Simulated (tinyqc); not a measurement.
Worked calculation (part 1 of 2): RKS/PBE in the sto-6g basis, for OH-, spin multiplicity 1. The basis has no diffuse functions, so it cannot describe the extra electron: this is an exercise in the method, not the real anion. Computed by tinyqc, a small Python program that keeps every step (integrals from PySCF). Settings: charge = -1, multiplicity = 1, basis = sto-6g, energy threshold = 1e-10, iteration cap = 63, orthogonalisation = symmetric, start = Wolfsberg-Helmholz matrix, DIIS depth = 0, damping = 0.7, method = RKS, functional = pbe,pbe, grid = [30, 50]. Command: `OMP_NUM_THREADS=1 python tinyqc.py 23776 23777 out.jsonl` (the two numbers bound the seeds that draw the settings). One thread of a shared host (Intel(R) Xeon(R) Processor @ 2.60GHz), about 0.7 s of CPU time with the checks. Later iterations appear only in the table of the cycle.

## One-electron integrals

Geometry (angstrom):
```
atom         x         y         z
O     0.000000  0.000000  0.000000
H     0.000000  0.000000  1.012000
```

Basis sto-6g: exponents (1/bohr^2) and contraction coefficients of normalised primitives:
```
element  l (shell)     exponent  coefficient
O            s (1)  1355.584234     0.009164
O            s (1)   248.544885     0.049361
O            s (1)    69.533902     0.168538
O            s (1)    23.886772     0.370563
O            s (1)     9.275933     0.416492
O            s (1)     3.820341     0.130334
O            s (2)    52.187762    -0.013253
O            s (2)    10.329320    -0.046992
O            s (2)     3.210345    -0.033785
O            s (2)     1.235135     0.250242
O            s (2)     0.536420     0.595117
O            s (2)     0.245881     0.240706
O            p (3)    52.187762     0.003760
O            p (3)    10.329320     0.037679
O            p (3)     3.210345     0.173897
O            p (3)     1.235135     0.418036
O            p (3)     0.536420     0.425860
O            p (3)     0.245881     0.101708
H            s (1)    35.523221     0.009164
H            s (1)     6.513144     0.049361
H            s (1)     1.822143     0.168538
H            s (1)     0.625955     0.370563
H            s (1)     0.243077     0.416492
H            s (1)     0.100112     0.130334
```

Overlap, kinetic and nuclear-attraction integrals over the contracted functions; the nuclear repulsion is the sum of Za Zb / Rab.

nuclear repulsion = 4.18321906 hartree

overlap S, order 1O 1s, 1O 2s, 1O 2px, 1O 2py, 1O 2pz, 2H 1s:
$$\begin{pmatrix}
1.000000 & 0.231145 & 0.000000 & 0.000000 & 0.000000 & 0.048879 \\
0.231145 & 1.000000 & 0.000000 & 0.000000 & 0.000000 & 0.441626 \\
0.000000 & 0.000000 & 1.000000 & 0.000000 & 0.000000 & 0.000000 \\
0.000000 & 0.000000 & 0.000000 & 1.000000 & 0.000000 & 0.000000 \\
0.000000 & 0.000000 & 0.000000 & 0.000000 & 1.000000 & 0.373118 \\
0.048879 & 0.441626 & 0.000000 & 0.000000 & 0.373118 & 1.000000
\end{pmatrix}$$

kinetic energy T (hartree), order 1O 1s, 1O 2s, 1O 2px, 1O 2py, 1O 2pz, 2H 1s:
$$\begin{pmatrix}
29.327197 & -0.896024 & 0.000000 & 0.000000 & 0.000000 & -0.004164 \\
-0.896024 & 0.842618 & 0.000000 & 0.000000 & 0.000000 & 0.103028 \\
0.000000 & 0.000000 & 2.531309 & 0.000000 & 0.000000 & 0.000000 \\
0.000000 & 0.000000 & 0.000000 & 2.531309 & 0.000000 & 0.000000 \\
0.000000 & 0.000000 & 0.000000 & 0.000000 & 2.531309 & 0.241862 \\
-0.004164 & 0.103028 & 0.000000 & 0.000000 & 0.241862 & 0.768522
\end{pmatrix}$$

nuclear attraction V (hartree), order 1O 1s, 1O 2s, 1O 2px, 1O 2py, 1O 2pz, 2H 1s:
$$\begin{pmatrix}
-61.781218 & -6.272148 & 0.000000 & 0.000000 & -0.014693 & -1.522577 \\
-6.272148 & -9.518217 & 0.000000 & 0.000000 & -0.166432 & -3.309186 \\
0.000000 & 0.000000 & -9.480953 & 0.000000 & 0.000000 & 0.000000 \\
0.000000 & 0.000000 & 0.000000 & -9.480953 & 0.000000 & 0.000000 \\
-0.014693 & -0.166432 & 0.000000 & 0.000000 & -9.591534 & -2.535357 \\
-1.522577 & -3.309186 & 0.000000 & 0.000000 & -2.535357 & -5.299907
\end{pmatrix}$$

core Hamiltonian H = T + V (hartree), order 1O 1s, 1O 2s, 1O 2px, 1O 2py, 1O 2pz, 2H 1s:
$$\begin{pmatrix}
-32.454020 & -7.168172 & 0.000000 & 0.000000 & -0.014693 & -1.526741 \\
-7.168172 & -8.675599 & 0.000000 & 0.000000 & -0.166432 & -3.206158 \\
0.000000 & 0.000000 & -6.949645 & 0.000000 & 0.000000 & 0.000000 \\
0.000000 & 0.000000 & 0.000000 & -6.949645 & 0.000000 & 0.000000 \\
-0.014693 & -0.166432 & 0.000000 & 0.000000 & -7.060225 & -2.293495 \\
-1.526741 & -3.206158 & 0.000000 & 0.000000 & -2.293495 & -4.531385
\end{pmatrix}$$

## Two-electron integrals

Functions are numbered as in S; the eight-fold symmetry (ij|kl) = (ji|kl) = (kl|ij) leaves the list below.

Two-electron integrals (ij|kl) in chemists' order, unique and non-zero (hartree):
```
(11|11) 4.787491   (21|11) 0.675884   (21|21) 0.121505   (22|11) 1.117379
(22|21) 0.249212   (22|22) 0.817383   (31|31) 0.025762   (32|31) 0.039145
(32|32) 0.180664   (33|11) 1.117381   (33|21) 0.249212   (33|22) 0.817382
(33|33) 0.880663   (41|41) 0.025762   (42|41) 0.039145   (42|42) 0.180664
(43|43) 0.047461   (44|11) 1.117381   (44|21) 0.249212   (44|22) 0.817382
(44|33) 0.785741   (44|44) 0.880663   (51|51) 0.025762   (52|51) 0.039145
(52|52) 0.180664   (53|53) 0.047461   (54|54) 0.047461   (55|11) 1.117381
(55|21) 0.249212   (55|22) 0.817382   (55|33) 0.785741   (55|44) 0.785741
(55|55) 0.880663   (61|11) 0.152443   (61|21) 0.026264   (61|22) 0.052683
(61|33) 0.052569   (61|44) 0.052569   (61|51) 0.001284   (61|52) 0.002507
(61|55) 0.052910   (61|61) 0.005787   (62|11) 0.367077   (62|21) 0.082998
(62|22) 0.300972   (62|33) 0.295998   (62|44) 0.295998   (62|51) 0.006638
(62|52) 0.048784   (62|55) 0.310921   (62|61) 0.018032   (62|62) 0.137305
(63|31) 0.009266   (63|32) 0.052010   (63|53) 0.010086   (63|63) 0.019526
(64|41) 0.009266   (64|42) 0.052010   (64|54) 0.010086   (64|64) 0.019526
(65|11) 0.263355   (65|21) 0.060397   (65|22) 0.233611   (65|33) 0.223057
(65|44) 0.223057   (65|51) 0.013512   (65|52) 0.087863   (65|55) 0.254717
(65|61) 0.013729   (65|62) 0.129592   (65|65) 0.140554   (66|11) 0.506963
(66|21) 0.116759   (66|22) 0.483848   (66|33) 0.464469   (66|44) 0.464469
(66|51) 0.012237   (66|52) 0.122512   (66|55) 0.522605   (66|61) 0.025638
(66|62) 0.278291   (66|65) 0.299981   (66|66) 0.774999
```

## Orthogonalisation

S = U s U^T; symmetric (Loewdin) form X = U s^(-1/2) U^T, so that X^T S X = 1.

eigenvalues of S: [0.406596, 0.843025, 1.000000, 1.000000, 1.128378, 1.622001]

X, order 1O 1s, 1O 2s, 1O 2px, 1O 2py, 1O 2pz, 2H 1s:
$$\begin{pmatrix}
1.021836 & -0.128718 & 0.000000 & 0.000000 & -0.007522 & 0.020888 \\
-0.128718 & 1.122905 & 0.000000 & 0.000000 & 0.084558 & -0.289226 \\
0.000000 & 0.000000 & 1.000000 & 0.000000 & 0.000000 & 0.000000 \\
0.000000 & 0.000000 & 0.000000 & 1.000000 & 0.000000 & 0.000000 \\
-0.007522 & 0.084558 & 0.000000 & 0.000000 & 1.070069 & -0.240423 \\
0.020888 & -0.289226 & 0.000000 & 0.000000 & -0.240423 & 1.169167
\end{pmatrix}$$

## Starting guess

The start is the generalised Wolfsberg-Helmholz matrix (K = 1.75) built on H; D = 2 C_occ C_occ^T.

D at the start, order 1O 1s, 1O 2s, 1O 2px, 1O 2py, 1O 2pz, 2H 1s:
$$\begin{pmatrix}
2.080165 & -0.335019 & 0.000000 & 0.000000 & 0.110740 & -0.170921 \\
-0.335019 & 1.479515 & 0.000000 & 0.000000 & -0.437303 & 0.485455 \\
0.000000 & 0.000000 & 2.000000 & 0.000000 & 0.000000 & 0.000000 \\
0.000000 & 0.000000 & 0.000000 & 2.000000 & 0.000000 & 0.000000 \\
0.110740 & -0.437303 & 0.000000 & 0.000000 & 1.703404 & 0.276495 \\
-0.170921 & 0.485455 & 0.000000 & 0.000000 & 0.276495 & 0.273389
\end{pmatrix}$$

## Iteration 1: exchange-correlation on the grid

Becke grid with 30 radial and 50 angular points per atom, points of zero weight dropped. rho = sum D_ij phi_i phi_j; V_xc,ij = sum w v_xc phi_i phi_j plus the gradient terms; v_xc is d(rho eps)/d rho at fixed gradient.

The 16 grid points with the largest w rho, of 2993 (bohr, atomic units):
```
x                  y          z         w       rho  |grad rho|^2     eps_xc       v_xc
-0.704702   0.000000  -0.704702  0.056407  0.555954      1.908453  -0.681920  -0.862722
0.704702    0.000000  -0.704702  0.056407  0.555954      1.908453  -0.681920  -0.862722
0.000000   -0.704702  -0.704702  0.056407  0.555954      1.908453  -0.681920  -0.862722
0.000000    0.704702  -0.704702  0.056407  0.555954      1.908453  -0.681920  -0.862722
-0.856645   0.000000  -0.856645  0.095783  0.313315      0.786896  -0.579130  -0.702956
0.000000    0.856645  -0.856645  0.095783  0.313315      0.786896  -0.579130  -0.702956
0.856645    0.000000  -0.856645  0.095783  0.313315      0.786896  -0.579130  -0.702956
0.000000   -0.856645  -0.856645  0.095783  0.313315      0.786896  -0.579130  -0.702956
-0.704702  -0.704702   0.000000  0.056384  0.525547      1.691661  -0.670300  -0.846992
0.704702   -0.704702   0.000000  0.056384  0.525547      1.691661  -0.670300  -0.846992
-0.704702   0.704702   0.000000  0.056384  0.525547      1.691661  -0.670300  -0.846992
0.704702    0.704702   0.000000  0.056384  0.525547      1.691661  -0.670300  -0.846992
-0.575386  -0.575386  -0.575386  0.052706  0.553999      1.895412  -0.681195  -0.861708
-0.575386   0.575386  -0.575386  0.052706  0.553999      1.895412  -0.681195  -0.861708
0.575386   -0.575386  -0.575386  0.052706  0.553999      1.895412  -0.681195  -0.861708
0.575386    0.575386  -0.575386  0.052706  0.553999      1.895412  -0.681195  -0.861708
```

electrons on the grid, sum of w rho = 10.000236

E_xc = sum of w rho eps_xc = -9.78848075 hartree

V_xc (hartree), order 1O 1s, 1O 2s, 1O 2px, 1O 2py, 1O 2pz, 2H 1s:
$$\begin{pmatrix}
-3.097002 & -0.380247 & 0.000000 & 0.000000 & 0.002460 & -0.088728 \\
-0.380247 & -0.824884 & 0.000000 & 0.000000 & 0.010017 & -0.286186 \\
0.000000 & 0.000000 & -0.824186 & 0.000000 & 0.000000 & 0.000000 \\
0.000000 & 0.000000 & 0.000000 & -0.824186 & 0.000000 & 0.000000 \\
0.002460 & 0.010017 & 0.000000 & 0.000000 & -0.826253 & -0.219061 \\
-0.088728 & -0.286186 & 0.000000 & 0.000000 & -0.219061 & -0.439294
\end{pmatrix}$$

## Iteration 1: building the Kohn-Sham matrix

J_ij = sum D_kl (ij|kl); F = H + J + V_xc; E = tr D H + tr D J / 2 + E_xc + E_nn.

Coulomb J (hartree), order 1O 1s, 1O 2s, 1O 2px, 1O 2py, 1O 2pz, 2H 1s:
$$\begin{pmatrix}
18.120480 & 3.251536 & 0.000000 & 0.000000 & -0.011708 & 0.706079 \\
3.251536 & 8.564214 & 0.000000 & 0.000000 & -0.020751 & 3.100571 \\
0.000000 & 0.000000 & 8.557672 & 0.000000 & 0.000000 & 0.000000 \\
0.000000 & 0.000000 & 0.000000 & 8.557672 & 0.000000 & 0.000000 \\
-0.011708 & -0.020751 & 0.000000 & 0.000000 & 8.577293 & 2.386112 \\
0.706079 & 3.100571 & 0.000000 & 0.000000 & 2.386112 & 4.975032
\end{pmatrix}$$

Kohn-Sham matrix F (hartree), order 1O 1s, 1O 2s, 1O 2px, 1O 2py, 1O 2pz, 2H 1s:
$$\begin{pmatrix}
-17.430543 & -4.296883 & 0.000000 & 0.000000 & -0.023940 & -0.909391 \\
-4.296883 & -0.936269 & 0.000000 & 0.000000 & -0.177167 & -0.391773 \\
0.000000 & 0.000000 & 0.783841 & 0.000000 & 0.000000 & 0.000000 \\
0.000000 & 0.000000 & 0.000000 & 0.783841 & 0.000000 & 0.000000 \\
-0.023940 & -0.177167 & 0.000000 & 0.000000 & 0.690815 & -0.126444 \\
-0.909391 & -0.391773 & 0.000000 & 0.000000 & -0.126444 & 0.004353
\end{pmatrix}$$

total energy of this density = -74.68286223 hartree

This density is the starting one.

## Iteration 1: diagonalisation and new density

Diagonalise F' = X^T F X, C = X C', fill 5 alpha and 5 beta electrons from the bottom; D = 2 C_occ C_occ^T; the new density keeps 0.7 of the old one (damping). Each column has its largest component positive (the first on a tie).

F' = X^T F X (hartree):
$$\begin{pmatrix}
-17.121871 & -2.325796 & 0.000000 & 0.000000 & -0.030826 & -0.147832 \\
-2.325796 & -0.062094 & 0.000000 & 0.000000 & -0.043807 & -0.300008 \\
0.000000 & 0.000000 & 0.783841 & 0.000000 & 0.000000 & 0.000000 \\
0.000000 & 0.000000 & 0.000000 & 0.783841 & 0.000000 & 0.000000 \\
-0.030826 & -0.043807 & 0.000000 & 0.000000 & 0.835077 & -0.331306 \\
-0.147832 & -0.300008 & 0.000000 & 0.000000 & -0.331306 & 0.279103
\end{pmatrix}$$

orbital energies (hartree): MO1 -17.435315, MO2 -0.089715, MO3 0.455523, MO4 0.783841, MO5 0.783841, MO6 0.999722

coefficients C, order 1O 1s, 1O 2s, 1O 2px, 1O 2py, 1O 2pz, 2H 1s:
$$\begin{pmatrix}
0.995818 & -0.160345 & -0.204437 & 0.000000 & 0.000000 & -0.045281 \\
0.018756 & 0.522802 & 0.988320 & 0.000000 & 0.000000 & 0.343275 \\
0.000000 & 0.000000 & 0.000000 & 0.931651 & 0.363354 & 0.000000 \\
0.000000 & 0.000000 & 0.000000 & -0.363354 & 0.931651 & 0.000000 \\
0.003576 & 0.184888 & -0.208514 & 0.000000 & 0.000000 & 1.064135 \\
-0.005903 & 0.597250 & -0.739739 & 0.000000 & 0.000000 & -0.777746
\end{pmatrix}$$

D after iteration 1, order 1O 1s, 1O 2s, 1O 2px, 1O 2py, 1O 2pz, 2H 1s:
$$\begin{pmatrix}
2.091612 & -0.394834 & 0.000000 & 0.000000 & 0.087444 & -0.089893 \\
-0.394834 & 1.785930 & 0.000000 & 0.000000 & -0.371723 & 0.088439 \\
0.000000 & 0.000000 & 2.000000 & 0.000000 & 0.000000 & 0.000000 \\
0.000000 & 0.000000 & 0.000000 & 2.000000 & 0.000000 & 0.000000 \\
0.087444 & -0.371723 & 0.000000 & 0.000000 & 1.238988 & 0.352336 \\
-0.089893 & 0.088439 & 0.000000 & 0.000000 & 0.352336 & 0.733746
\end{pmatrix}$$

Within a degenerate level the vectors are fixed only up to a rotation; this is one choice.

## Iteration 2: exchange-correlation on the grid

As before.

The 16 grid points with the largest w rho, of 2993 (bohr, atomic units):
```
x                  y          z         w       rho  |grad rho|^2     eps_xc       v_xc
-0.704702  -0.704702   0.000000  0.056384  0.536585      1.774951  -0.674615  -0.852672
0.704702    0.704702   0.000000  0.056384  0.536585      1.774951  -0.674615  -0.852672
0.704702   -0.704702   0.000000  0.056384  0.536585      1.774951  -0.674615  -0.852672
-0.704702   0.704702   0.000000  0.056384  0.536585      1.774951  -0.674615  -0.852672
-0.856645   0.856645   0.000000  0.095674  0.302908      0.730731  -0.573318  -0.695125
-0.856645  -0.856645   0.000000  0.095674  0.302908      0.730731  -0.573318  -0.695125
0.856645    0.856645   0.000000  0.095674  0.302908      0.730731  -0.573318  -0.695125
0.856645   -0.856645   0.000000  0.095674  0.302908      0.730731  -0.573318  -0.695125
-0.704702   0.000000  -0.704702  0.056407  0.511606      1.624188  -0.665046  -0.839081
0.000000   -0.704702  -0.704702  0.056407  0.511606      1.624188  -0.665046  -0.839081
0.000000    0.704702  -0.704702  0.056407  0.511606      1.624188  -0.665046  -0.839081
0.704702    0.000000  -0.704702  0.056407  0.511606      1.624188  -0.665046  -0.839081
0.575386    0.575386  -0.575386  0.052706  0.527067      1.722702  -0.671050  -0.847446
0.575386   -0.575386  -0.575386  0.052706  0.527067      1.722702  -0.671050  -0.847446
-0.575386   0.575386  -0.575386  0.052706  0.527067      1.722702  -0.671050  -0.847446
-0.575386  -0.575386  -0.575386  0.052706  0.527067      1.722702  -0.671050  -0.847446
```

electrons on the grid, sum of w rho = 10.000247

E_xc = sum of w rho eps_xc = -9.68314292 hartree

V_xc (hartree), order 1O 1s, 1O 2s, 1O 2px, 1O 2py, 1O 2pz, 2H 1s:
$$\begin{pmatrix}
-3.096731 & -0.378034 & 0.000000 & 0.000000 & 0.002198 & -0.088282 \\
-0.378034 & -0.815482 & 0.000000 & 0.000000 & 0.005544 & -0.288534 \\
0.000000 & 0.000000 & -0.820677 & 0.000000 & 0.000000 & 0.000000 \\
0.000000 & 0.000000 & 0.000000 & -0.820677 & 0.000000 & 0.000000 \\
0.002198 & 0.005544 & 0.000000 & 0.000000 & -0.805074 & -0.225071 \\
-0.088282 & -0.288534 & 0.000000 & 0.000000 & -0.225071 & -0.484142
\end{pmatrix}$$

## Iteration 2: building the Kohn-Sham matrix

As before.

Coulomb J (hartree), order 1O 1s, 1O 2s, 1O 2px, 1O 2py, 1O 2pz, 2H 1s:
$$\begin{pmatrix}
17.924437 & 3.206626 & 0.000000 & 0.000000 & -0.005153 & 0.697026 \\
3.206626 & 8.445775 & 0.000000 & 0.000000 & 0.032517 & 3.090425 \\
0.000000 & 0.000000 & 8.447338 & 0.000000 & 0.000000 & 0.000000 \\
0.000000 & 0.000000 & 0.000000 & 8.447338 & 0.000000 & 0.000000 \\
-0.005153 & 0.032517 & 0.000000 & 0.000000 & 8.442647 & 2.404825 \\
0.697026 & 3.090425 & 0.000000 & 0.000000 & 2.404825 & 5.073378
\end{pmatrix}$$

Kohn-Sham matrix F (hartree), order 1O 1s, 1O 2s, 1O 2px, 1O 2py, 1O 2pz, 2H 1s:
$$\begin{pmatrix}
-17.626314 & -4.339580 & 0.000000 & 0.000000 & -0.017648 & -0.917997 \\
-4.339580 & -1.045306 & 0.000000 & 0.000000 & -0.128370 & -0.404267 \\
0.000000 & 0.000000 & 0.677017 & 0.000000 & 0.000000 & 0.000000 \\
0.000000 & 0.000000 & 0.000000 & 0.677017 & 0.000000 & 0.000000 \\
-0.017648 & -0.128370 & 0.000000 & 0.000000 & 0.577348 & -0.113741 \\
-0.917997 & -0.404267 & 0.000000 & 0.000000 & -0.113741 & 0.057851
\end{pmatrix}$$

total energy of this density = -74.82053928 hartree

This density is a damped mixture and is not idempotent.

## Iteration 2: diagonalisation and new density

As before.

F' = X^T F X (hartree):
$$\begin{pmatrix}
-17.317149 & -2.332772 & 0.000000 & 0.000000 & -0.029079 & -0.150671 \\
-2.332772 & -0.170835 & 0.000000 & 0.000000 & -0.002757 & -0.310566 \\
0.000000 & 0.000000 & 0.677017 & 0.000000 & 0.000000 & 0.000000 \\
0.000000 & 0.000000 & 0.000000 & 0.677017 & 0.000000 & 0.000000 \\
-0.029079 & -0.002757 & 0.000000 & 0.000000 & 0.710178 & -0.315924 \\
-0.150671 & -0.310566 & 0.000000 & 0.000000 & -0.315924 & 0.344593
\end{pmatrix}$$

orbital energies (hartree): MO1 -17.630935, MO2 -0.107623, MO3 0.382668, MO4 0.677017, MO5 0.677017, MO6 0.922676

coefficients C, order 1O 1s, 1O 2s, 1O 2px, 1O 2py, 1O 2pz, 2H 1s:
$$\begin{pmatrix}
0.995892 & -0.188750 & -0.171385 & 0.000000 & 0.000000 & -0.066412 \\
0.018407 & 0.666095 & 0.846637 & 0.000000 & 0.000000 & 0.455490 \\
0.000000 & 0.000000 & 0.000000 & -0.055173 & 0.998477 & 0.000000 \\
0.000000 & 0.000000 & 0.000000 & 0.998477 & 0.055173 & 0.000000 \\
0.003101 & 0.170538 & -0.379737 & 0.000000 & 0.000000 & 1.018216 \\
-0.005650 & 0.470717 & -0.700082 & 0.000000 & 0.000000 & -0.892818
\end{pmatrix}$$

D after iteration 2, order 1O 1s, 1O 2s, 1O 2px, 1O 2py, 1O 2pz, 2H 1s:
$$\begin{pmatrix}
2.098208 & -0.427880 & 0.000000 & 0.000000 & 0.082799 & -0.047620 \\
-0.427880 & 1.946641 & 0.000000 & 0.000000 & -0.384915 & -0.105659 \\
0.000000 & 0.000000 & 2.000000 & 0.000000 & 0.000000 & 0.000000 \\
0.000000 & 0.000000 & 0.000000 & 2.000000 & 0.000000 & 0.000000 \\
0.082799 & -0.384915 & 0.000000 & 0.000000 & 0.971267 & 0.454298 \\
-0.047620 & -0.105659 & 0.000000 & 0.000000 & 0.454298 & 0.940654
\end{pmatrix}$$

Within a degenerate level the vectors are fixed only up to a rotation; this is one choice.

## Iteration 60 (converged): orbitals

converged F (hartree), order 1O 1s, 1O 2s, 1O 2px, 1O 2py, 1O 2pz, 2H 1s:
$$\begin{pmatrix}
-17.819090 & -4.381699 & 0.000000 & 0.000000 & -0.016400 & -0.926757 \\
-4.381699 & -1.146999 & 0.000000 & 0.000000 & -0.100363 & -0.419302 \\
0.000000 & 0.000000 & 0.576995 & 0.000000 & 0.000000 & 0.000000 \\
0.000000 & 0.000000 & 0.000000 & 0.576995 & 0.000000 & 0.000000 \\
-0.016400 & -0.100363 & 0.000000 & 0.000000 & 0.472305 & -0.108385 \\
-0.926757 & -0.419302 & 0.000000 & 0.000000 & -0.108385 & 0.107968
\end{pmatrix}$$

Diagonalise F' = X^T F X, C = X C', fill 5 alpha and 5 beta electrons from the bottom; D = 2 C_occ C_occ^T. Each column has its largest component positive (the first on a tie).

F' = X^T F X (hartree):
$$\begin{pmatrix}
-17.509285 & -2.340691 & 0.000000 & 0.000000 & -0.030296 & -0.152545 \\
-2.340691 & -0.272495 & 0.000000 & 0.000000 & 0.018246 & -0.321317 \\
0.000000 & 0.000000 & 0.576995 & 0.000000 & 0.000000 & 0.000000 \\
0.000000 & 0.000000 & 0.000000 & 0.576995 & 0.000000 & 0.000000 \\
-0.030296 & 0.018246 & 0.000000 & 0.000000 & 0.594984 & -0.305244 \\
-0.152545 & -0.321317 & 0.000000 & 0.000000 & -0.305244 & 0.409559
\end{pmatrix}$$

orbital energies (hartree): MO1 -17.823597, MO2 -0.151678, MO3 0.325759, MO4 0.576995, MO5 0.576995, MO6 0.872279

coefficients C, order 1O 1s, 1O 2s, 1O 2px, 1O 2py, 1O 2pz, 2H 1s:
$$\begin{pmatrix}
0.995954 & -0.211445 & -0.135555 & 0.000000 & 0.000000 & 0.078747 \\
0.018129 & 0.785487 & 0.686741 & 0.000000 & 0.000000 & -0.528542 \\
0.000000 & 0.000000 & 0.000000 & 0.999033 & -0.043955 & 0.000000 \\
0.000000 & 0.000000 & 0.000000 & 0.043955 & 0.999033 & 0.000000 \\
0.002970 & 0.149583 & -0.530957 & 0.000000 & 0.000000 & -0.951713 \\
-0.005531 & 0.346996 & -0.628493 & 0.000000 & 0.000000 & 0.996696
\end{pmatrix}$$

D after iteration 60, order 1O 1s, 1O 2s, 1O 2px, 1O 2py, 1O 2pz, 2H 1s:
$$\begin{pmatrix}
2.110018 & -0.482246 & 0.000000 & 0.000000 & 0.086606 & 0.012632 \\
-0.482246 & 2.177861 & 0.000000 & 0.000000 & -0.494161 & -0.318302 \\
0.000000 & 0.000000 & 2.000000 & 0.000000 & 0.000000 & 0.000000 \\
0.000000 & 0.000000 & 0.000000 & 2.000000 & 0.000000 & 0.000000 \\
0.086606 & -0.494161 & 0.000000 & 0.000000 & 0.608600 & 0.771183 \\
0.012632 & -0.318302 & 0.000000 & 0.000000 & 0.771183 & 1.030881
\end{pmatrix}$$

Within a degenerate level the vectors are fixed only up to a rotation; this is one choice.
